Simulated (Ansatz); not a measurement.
# C3HNO: the cost of one run

All numbers are computed with Ansatz 0.2.0, driven from Python. Level of theory: PBE/def2-SVP.

## 1. The structure

Bond lengths: N1–C2 1.157 Å, C2–C3 1.466 Å, C3–C4 1.493 Å, C4–O5 1.221 Å, C4–H6 1.084 Å. Angles: N1–C2–C3 180.0°, C2–C3–C4 110.4°, C3–C4–O5 120.4°, C3–C4–H6 119.7°, O5–C4–H6 119.8°.

No structure file is read: the coordinates are typed or built in the script.

## 2. Script

c3hno_opt.py

```python
# -*- coding: utf-8 -*-
'''Geometry optimisation of C3HNO.'''

import itertools
import warnings

import ansatz as az
from ase.data import atomic_numbers, covalent_radii
import numpy as np

warnings.simplefilter('ignore', az.DeckWarning)

molecule = (
    az.Crystal.molecule()
    .atom('N', (2.3559, -0.5837, 0.1367))
    .atom('C', (1.4141, 0.069, -0.0252))
    .atom('C', (0.2216, 0.8965, -0.2305))
    .atom('C', (-1.0152, 0.0955, 0.0112))
    .atom('O', (-1.3135, -0.8219, -0.7367))
    .atom('H', (-1.6629, 0.3446, 0.8445))
)

base = molecule.calculation().basis(gaussian='def2-SVP').functional('pbe').spin('collinear', total=2)
symbols = [site.symbol for site in molecule.cartesian_sites]
start = np.array([site.position_ang for site in molecule.cartesian_sites], dtype=float)
def progress(event):
    if event['event'] == 'relax_step':
        row = event['data']
        print(f'step {row["step"]:3d}  E = {row["lagrangian_ev"]:.6f} eV  largest force component {row["allowed_force_max_ev_ang"]:.4f} eV/A')


summary = base.relax(force_tolerance=0.01).session().plan().execute(on_event=progress).report
end = np.array(summary['positions_ang'])

print(f'E = {summary["free_energy_ev"]:.6f} eV = {summary["free_energy_ev"] / 27.211386246:.7f} Ha')
print('converged:', summary['converged'], ' doubts:', summary['published_state_doubts'] or 'none')

# pairs closer than 1.2 times the sum of covalent radii, before or after
radius = [covalent_radii[atomic_numbers[s]] for s in symbols]
span = lambda where, i, j: np.linalg.norm(where[i] - where[j])
bonded = [(i, j) for i, j in itertools.combinations(range(len(symbols)), 2) if min(span(start, i, j), span(end, i, j)) < 1.2 * (radius[i] + radius[j])]
print('pair        before    after (A)')
for i, j in bonded:
    print(f'{symbols[i]}{i}-{symbols[j]}{j}'.ljust(10), f'{span(start, i, j):8.4f} {span(end, i, j):8.4f}')
for first, second in list(itertools.combinations(bonded, 2)):
    shared = set(first) & set(second)
    if shared and symbols[(j := shared.pop())] != 'H':
        i, k = sorted((set(first) | set(second)) - {j})
        u, v = end[i] - end[j], end[k] - end[j]
        angle = np.degrees(np.arccos(np.clip(u @ v / np.linalg.norm(u) / np.linalg.norm(v), -1, 1)))
        print(f'final angle {symbols[i]}{i}-{symbols[j]}{j}-{symbols[k]}{k}: {angle:.2f} deg')

charges = summary['charge_distribution']
print('dipole moment', round(4.803205 * float(np.linalg.norm(charges['dipole_moment_e_ang'])), 3), 'D')
print('Mulliken:', [(s, round(q, 3)) for s, q in zip(symbols, charges['mulliken_charges_e'])])
```

## 3. The calls as engine input

The package turns the script's settings into the engine's input:

```yaml
crystal:
  periodic: [false, false, false]
  atoms:
    - { symbol: "N", position_ang: [2.3559, -0.5837, 0.1367] }
    - { symbol: C, position_ang: [1.4141, 0.069, -0.0252] }
    - { symbol: C, position_ang: [0.2216, 0.8965, -0.2305] }
    - { symbol: C, position_ang: [-1.0152, 0.0955, 0.0112] }
    - { symbol: O, position_ang: [-1.3135, -0.8219, -0.7367] }
    - { symbol: H, position_ang: [-1.6629, 0.3446, 0.8445] }
basis:
  gaussian:
    orbitals: def2-SVP
hamiltonian:
  xc: pbe
magnetization:
  spin_polarized: true
  initial_magnetization: 2.0
relax:
  f_tol: 0.01
```

## 4. The run

Launch:

```sh
> python c3hno_opt.py
```

Q: Estimate wall time and peak memory on 1 thread of Arm Neoverse V1, shared host.

About 37 s, with a peak of 0.22 GiB.
